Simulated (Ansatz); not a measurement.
Results of r²SCAN+rVV10 (Ansatz, a quantum-chemistry and plane-wave program, PAW) for fcc Ag.

Numerical settings: plane-wave cutoff 500 eV, 30×30×30 k mesh, Fermi–Dirac smearing 0.1 eV, no spin polarisation, scalar-relativistic PAW data made under PBE.

Computed at the level's own relaxed cell.

Problem. What does this level give for the equilibrium volume per atom and lattice parameter a?

Solution. 
equilibrium volume per atom: 16.94 Å³/atom
lattice parameter a: 4.077 Å

Measured, for comparison: equilibrium volume per atom 16.76 Å³/atom (static lattice: zero-point anharmonic expansion removed; as tabulated in Mejia-Rodriguez and Trickey (2018), arXiv:1807.09216); lattice constant a 4.062 Å (static lattice: zero-point anharmonic expansion removed, our sources range from 4.056 to 4.063; as tabulated in Mejia-Rodriguez and Trickey (2018), arXiv:1807.09216). Computed (rounded) less measured: equilibrium volume per atom +1.1 %, lattice constant a +0.4 % (+0.3 % to +0.5 % over the range).
